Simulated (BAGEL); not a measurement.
# CH3BF (SMILES C[B]F): UHF/aug-cc-pVDZ (density fitting with qzvpp-jkfit)

What is the vertical ionisation energy of CH3BF at UHF/aug-cc-pVDZ (density fitting with qzvpp-jkfit)? 

Program for the calculation: BAGEL 1.2.2.

4 further runs of the same task are left out: 2 that didn't finish, 2 set aside as unsound or not needed.

## 1. Starting point

The species is CH3BF (6 atoms), meant as a doublet with charge 0. As SMILES, `C[B]F`. The coordinates come from a PBE0-D4/def2-TZVP relaxation.

Bond lengths: C1–B2 1.554 Å, B2–F3 1.311 Å, C1–H4 1.094 Å, C1–H5 1.095 Å, C1–H6 1.094 Å. Angles: C1–B2–F3 123.9°, B2–C1–H4 109.5°, B2–C1–H5 112.9°, B2–C1–H6 109.7°, H4–C1–H5 109.3°, H4–C1–H6 105.8°, H5–C1–H6 109.3°.

## 2. The energy at UHF/aug-cc-pVDZ (density fitting with qzvpp-jkfit)

The input, input.json:

```json
{ "bagel": [

{
  "title": "molecule",
  "basis": "aug-cc-pvdz.json",
  "df_basis": "qzvpp-jkfit",
  "angstrom": true,
  "geometry": [
    { "atom": "C", "xyz": [      -0.303700,       0.310500,      -0.173700 ] },
    { "atom": "B", "xyz": [       0.287400,      -1.067600,       0.235500 ] },
    { "atom": "F", "xyz": [       1.486600,      -1.228900,       0.739300 ] },
    { "atom": "H", "xyz": [      -1.223500,       0.495700,       0.389500 ] },
    { "atom": "H", "xyz": [       0.393200,       1.138600,      -0.009600 ] },
    { "atom": "H", "xyz": [      -0.597900,       0.287900,      -1.227200 ] }
  ]
},

{
  "title": "uhf",
  "nopen": 1
},

{
  "title": "print",
  "file": "orbitals.molden",
  "orbitals": true
}

]}
```

The basis set aug-cc-pVDZ is read from a file made from the Basis Set Exchange's data (not shown).

On the command line:

```sh
$ BAGEL_NUM_THREADS=1 BAGEL input.json > input.out
```

Standard output:

```text
* using 1 threads per process

  ===============================================================
  ===============================================================

  *** Geometry ***

  { "atom" : "C", "xyz" : [     -0.573910,      0.586760,     -0.328245 ] },
  { "atom" : "B", "xyz" : [      0.543107,     -2.017472,      0.445031 ] },
  { "atom" : "F", "xyz" : [      2.809267,     -2.322284,      1.397075 ] },
  { "atom" : "H", "xyz" : [     -2.312080,      0.936737,      0.736048 ] },
  { "atom" : "H", "xyz" : [      0.743040,      2.151642,     -0.018141 ] },
  { "atom" : "H", "xyz" : [     -1.129867,      0.544052,     -2.319072 ] },

  Number of auxiliary basis functions:      281

  Since a DF basis is specified, we compute 2- and 3-index integrals:
    o Being stored without compression. Storage requirement is 0.021 GB

  Number of basis functions:       96
  Number of electrons      :       23

    * METHOD: MOLECULE                             0.09

  *** Open-shell HF ***

  === Nuclear Repulsion ===
    57.5849339075

      * DIIS with orbital gradients will be used.

  === UHF iteration (aug-cc-pvdz.json) ===
      0       -163.41364199          0.04518722           0.04
      1       -163.66083403          0.02574012           0.04
      2       -163.72354012          0.01265022           0.04
      3       -163.75122617          0.00230949           0.04
      4       -163.75254453          0.00091661           0.04
      5       -163.75292516          0.00023086           0.04
      6       -163.75297670          0.00009123           0.04
      7       -163.75298697          0.00003201           0.04
      8       -163.75298835          0.00001071           0.04
      9       -163.75298854          0.00000404           0.05
     10       -163.75298858          0.00000119           0.04
     11       -163.75298859          0.00000054           0.04
     12       -163.75298859          0.00000028           0.04
     13       -163.75298860          0.00000015           0.04
     14       -163.75298860          0.00000008           0.04
     15       -163.75298860          0.00000004           0.04
     16       -163.75298860          0.00000002           0.04
     17       -163.75298860          0.00000001           0.04
    * SCF iteration converged.

    * S^2 (UHF) is 0.7528

    * Permanent dipole moment:
           (    0.337203,    -0.436714,     0.189624) a.u.

    * METHOD: UHF                                  0.88

    * METHOD: PRINT                                0.02

  ===============================================================
```

It took 1.1 s on 1 thread of Arm Neoverse V1, shared host.

## 3. The singlet cation at the same level

The input, job.json:

```json
{ "bagel" : [

{
  "title" : "molecule",
  "basis" : "aug-cc-pvdz.json",
  "df_basis" : "qzvpp-jkfit",
  "angstrom" : true,
  "geometry" : [
    { "atom" : "C", "xyz" : [   -0.303700,    0.310500,   -0.173700 ] },
    { "atom" : "B", "xyz" : [    0.287400,   -1.067600,    0.235500 ] },
    { "atom" : "F", "xyz" : [    1.486600,   -1.228900,    0.739300 ] },
    { "atom" : "H", "xyz" : [   -1.223500,    0.495700,    0.389500 ] },
    { "atom" : "H", "xyz" : [    0.393200,    1.138600,   -0.009600 ] },
    { "atom" : "H", "xyz" : [   -0.597900,    0.287900,   -1.227200 ] }
  ]
},
{ "title" : "hf", "charge" : 1 },
{ "title" : "print", "file" : "orbitals.molden", "orbitals" : true }

]}
```

The basis set aug-cc-pVDZ is read from a file made from the Basis Set Exchange's data (not shown).

On the command line:

```sh
$ BAGEL_NUM_THREADS=1 BAGEL job.json > job.out
```

Standard output:

```text
* using 1 threads per process

  ===============================================================
  ===============================================================

  *** Geometry ***

  { "atom" : "C", "xyz" : [     -0.573910,      0.586760,     -0.328245 ] },
  { "atom" : "B", "xyz" : [      0.543107,     -2.017472,      0.445031 ] },
  { "atom" : "F", "xyz" : [      2.809267,     -2.322284,      1.397075 ] },
  { "atom" : "H", "xyz" : [     -2.312080,      0.936737,      0.736048 ] },
  { "atom" : "H", "xyz" : [      0.743040,      2.151642,     -0.018141 ] },
  { "atom" : "H", "xyz" : [     -1.129867,      0.544052,     -2.319072 ] },

  Number of auxiliary basis functions:      281

  Since a DF basis is specified, we compute 2- and 3-index integrals:
    o Being stored without compression. Storage requirement is 0.021 GB

  Number of basis functions:       96
  Number of electrons      :       23

    * METHOD: MOLECULE                             0.09

  *** RHF ***

  === Nuclear Repulsion ===
    57.5849339075

      * DIIS with orbital gradients will be used.

  === RHF iteration (aug-cc-pvdz.json) ===
      0       -163.20326505          0.01911271           0.02
      1       -163.36292125          0.01347760           0.02
      2       -163.44735509          0.00219126           0.02
      3       -163.44913390          0.00094811           0.02
      4       -163.44957020          0.00014434           0.02
      5       -163.44958251          0.00003608           0.02
      6       -163.44958338          0.00001202           0.02
      7       -163.44958353          0.00000424           0.02
      8       -163.44958355          0.00000113           0.02
      9       -163.44958355          0.00000028           0.02
     10       -163.44958355          0.00000011           0.02
     11       -163.44958355          0.00000003           0.02
     12       -163.44958355          0.00000001           0.02
     13       -163.44958355          0.00000000           0.02
    * SCF iteration converged.

    * Permanent dipole moment:
           (    1.123404,     0.346371,     0.408780) a.u.

    * METHOD: HF                                   0.40

    * METHOD: PRINT                                0.02

  ===============================================================
```

Wall time 0.66 s (1 thread of Arm Neoverse V1, shared host).

## 4. What came out

At UHF/aug-cc-pVDZ (density fitting with qzvpp-jkfit):

| quantity | value |
| --- | --- |
| doublet CH3BF: total energy | -163.75299 Eh |
| doublet CH3BF: dipole moment | 1.48 D |
| doublet CH3BF: ⟨S²⟩ | 0.753 |
| singlet cation: total energy | -163.44958 Eh |
| singlet cation: HOMO energy | -21.87 eV |
| singlet cation: LUMO energy | -7.15 eV |
| singlet cation: HOMO–LUMO gap | 14.73 eV |
| vertical ionisation energy (to the singlet cation) | 8.256 eV |

In words: Removing an electron at fixed nuclei costs 8.26 eV (190 kcal/mol). Only the singlet of the ionised species was computed; a triplet could lie lower.
